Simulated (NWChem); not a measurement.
DMSO (C2H6OS); SMILES CS(C)=O

Results from NWChem. Medium grid unless said otherwise, to which SCAN and Minnesota functionals are sensitive. Coordinates come from a PBE0/def2-SVP optimisation. B3LYP is NWChem's, with the RPA form of VWN correlation.

Order these by “dipole (D)”, lowest first: M06-2X/def2-TZVPD; TPSS/def2-TZVPD; PBE0/def2-TZVPD; Hartree-Fock/def2-TZVPD; r2SCAN/def2-TZVPD.

TPSS/def2-TZVPD (3.85), r2SCAN/def2-TZVPD (3.93), PBE0/def2-TZVPD (4.05), M06-2X/def2-TZVPD (4.20), Hartree-Fock/def2-TZVPD (4.58)
